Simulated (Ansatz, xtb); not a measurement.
## Relative energy of two structures of BH3Si

Structure X: `B[SiH]`, a triplet. Structure Y: a singlet given by its coordinates. Both are isolated molecules in the gas phase, relaxed with BLYP-D3(BJ)/def2-SVP; the shapes shown needn't be the lowest conformers.

X (Å):

```xyz
5

B    -0.4938    0.2953    0.6362
Si    0.4728   -1.4096    0.5864
H    -0.7660    0.8475    1.6760
H    -0.7996    0.7569   -0.4467
H     0.8119   -2.0992   -0.7238
```

Y (Å):

| atom | x (Å) | y (Å) | z (Å) |
| --- | --- | --- | --- |
| B | -1.1594 | -0.2834 | -0.3777 |
| Si | 0.5548 | -0.7831 | 0.1631 |
| H | -2.1104 | -0.0665 | -1.0778 |
| H | 0.5942 | -1.9992 | 1.0418 |
| H | 1.3894 | 0.3476 | 0.6899 |

Close contacts (Å): B1–Si2 1.87, B1–H3 1.20, Si2–H4 1.50, Si2–H5 1.50.

**Question.** Estimate E(Y) − E(X) at the level CCSD(T)/def2-TZVPP.

**Answer.** Too close to call at this level: CCSD(T)/def2-TZVPP gives E(Y) − E(X) = −1.98 kJ/mol.

Level by level:

| level | geometry | E(Y) − E(X) (kJ/mol) | departure from the last row (kJ/mol) | job, with rough time for the two |
| --- | --- | --- | --- | --- |
| HF/STO-3G | GFN2-xTB | +155.75 | +157.73 | single point, 0.3 s |
| r2SCAN-D4/def2-SVP | GFN2-xTB | +25.07 | +27.05 | single point, 3 s |
| BLYP-D3(BJ)/def2-SVP | BLYP-D3(BJ)/def2-SVP | +2.08 | +4.06 | optimisation, 28 s |
| HF/def2-TZVPP | BLYP-D3(BJ)/def2-SVP | +82.25 | +84.23 | part of the CCSD(T) run |
| MP2/def2-TZVPP | BLYP-D3(BJ)/def2-SVP | +10.89 | +12.87 | part of the CCSD(T) run |
| CCSD(T)/def2-TZVPP | BLYP-D3(BJ)/def2-SVP | −1.98 |  | single point, 29 s |

The largest departure from CCSD(T)/def2-TZVPP is that of HF/STO-3G, 157.73 kJ/mol. The triplet state of X needn't be its ground state.

With harmonic frequencies from BLYP-D3(BJ)/def2-SVP (ideal gas, rigid rotor, one conformer each, 200 K, 1 atm): on the last row, ΔE + ΔZPE = −5.85, ΔH = −5.39, ΔG = −4.09 kJ/mol.

The T1 diagnostic of structure Y is large, so the coupled-cluster value is less sure. Open shells are spin-unrestricted. The correlated steps freeze 6 core orbitals. ΔG holds the spin degeneracy. Programs: Ansatz 0.2.0, xtb 6.7.1; the last row on 1 thread of Intel(R) Xeon(R) Platinum 8259CL CPU @ 2.50GHz (Skylake/Cascade Lake) on a shared host.
